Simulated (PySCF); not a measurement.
**One reaction down a group: N, P, As, Sb**

The same gas-phase reaction for N, P, As, Sb:
- 2 NH₃ → 2 N + 3 H₂
- 2 PH₃ → 2 P + 3 H₂
- 2 AsH₃ → 2 As + 3 H₂
- 2 SbH₃ → 2 Sb + 3 H₂

Computed with PySCF and rigid-rotor harmonic-oscillator thermochemistry at 1 bar. † marks an energy on the PBE0/def2-TZVP geometry and frequencies; other levels use their own. MP2 and CCSD(T) freeze the core. Open shells (unrestricted): N (multiplicity 4), P (multiplicity 4), As (multiplicity 4), Sb (multiplicity 4); the rest are closed-shell singlets. Sb: scalar-relativistic def2 core potential, no spin-orbit coupling. As: all electrons, no relativistic terms. MP2 isn't extrapolated to the basis-set limit. CCSD(T) isn't extrapolated to the basis-set limit. The harmonic model lacks anharmonicity and excited electronic states, which grow with temperature; levels with a mode under 35 cm⁻¹ are left out.

ΔH°(298 K) in kJ, by level:

| level | N | P | As | Sb |
|---|---|---|---|---|
| ωB97M-V/def2-TZVP† | 1042.5 | 664.2 | 466.0 | 279.4 |
| CCSD(T)/def2-SVP† | 903.5 | 530.1 | 383.1 | 181.5 |
| M06-2X/def2-TZVP† | 1018.4 | 639.8 | 402.4 | 114.4 |
| PBE0/def2-QZVP† | 1073.6 | 648.0 | 471.4 | 286.8 |
| PBE0/def2-TZVP | 1055.7 | 646.8 | 472.9 | 283.5 |
| MP2/def2-SVP† | 946.2 | 521.9 | 370.4 | 156.9 |
| ωB97X-V/def2-TZVP† | 1045.6 | 683.7 | 513.6 | 333.7 |

At ωB97M-V/def2-TZVP†, ΔH° falls from N to Sb, over a range of 763.1 kJ; the steps are -378.3, -198.2, -186.6 kJ. 7 of the 7 levels shown give the same order. The levels scatter most for Sb (219.3 kJ between the highest and the lowest) and least for As (143.2 kJ). ΔS°(298 K) runs from 286.4 to 313.1 J/K, so TΔS° at 298 K spreads over 8.0 kJ among the members, against 763.1 kJ for ΔH°.

Free energies at ωB97M-V/def2-TZVP†:

```json
[
 {"member": "N", "ΔS°(298 K), J/K": "313.1", "ΔG°(298 K), kJ": "949", "ΔG°(1800 K), kJ": "409", "ΔG° changes sign": "none from 298 to 2500 K"},
 {"member": "P", "ΔS°(298 K), J/K": "297.3", "ΔG°(298 K), kJ": "576", "ΔG°(1800 K), kJ": "80", "ΔG° changes sign": "2000 to 2500 K"},
 {"member": "As", "ΔS°(298 K), J/K": "294.0", "ΔG°(298 K), kJ": "378", "ΔG°(1800 K), kJ": "-105", "ΔG° changes sign": "1400 to 1600 K"},
 {"member": "Sb", "ΔS°(298 K), J/K": "286.4", "ΔG°(298 K), kJ": "194", "ΔG°(1800 K), kJ": "-267", "ΔG° changes sign": "800 to 1000 K"}
]
```

The NASA 1993 table, where it holds all species, gives ΔH°(298 K) = 1037 kJ for N, 622 kJ for P; its entries are part measured, part old estimates, and weren't checked at source.
